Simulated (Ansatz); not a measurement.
Mulliken charges of `N#CC=O` from r2SCAN/def2-TZVPP in Ansatz (PBE0-D4/def2-TZVP geometry).

```
atom   x (Å)   y (Å)   z (Å)  charge (e)
  N1   0.464  -1.171   1.582      -0.019
  C2   0.184  -0.523   0.674      -0.131
  C3  -0.123   0.329  -0.479       0.292
  O4  -1.161   0.262  -1.067      -0.224
  H5   0.685   1.029  -0.750       0.083
```

Question: By hand: the dipole of these point charges (1 e Å = 4.8032 D).

Answer: Σ q r = (0.248, 0.214, -0.081) e Å, of length 0.337 e Å = 1.62 D.

Question: How does the dipole of the full density compare? (Best estimate.)

Answer: The calculation gave: (0.255, 0.356, -0.238) e Å, 2.39 D; the point charges give 0.68 times that, at 19° from its direction.

Point charges leave out the atoms' own dipoles, such as those of lone pairs, and Mulliken's split depends on the basis, so the two needn't agree.
